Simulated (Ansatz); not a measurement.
`[B]Cl`, relaxed with RKS PBE-D4/def2-SVP in Ansatz 0.2.0 from a rough embedded geometry. The force threshold is 0.03 eV/Å; the program also tests the step.

Charge 0, multiplicity 1.

Start:

```xyz
2

B     0.077   -0.669   -0.411
Cl   -0.077    0.669    0.411
```

Task: By how much does the energy fall, and how many steps does the optimiser take? (Estimate.)

Result: Ansatz gave: 7.77 kcal/mol, in 3 steps.

Task: Which bonds change most? (Estimate.)

Result: The calculation gave: B1–Cl2 from 1.579 to 1.733 Å.

Task: Give the relaxed structure. (Estimate.)

Result: The calculation gave: 
```xyz
2

B     0.085   -0.735   -0.452
Cl   -0.085    0.735    0.452
```
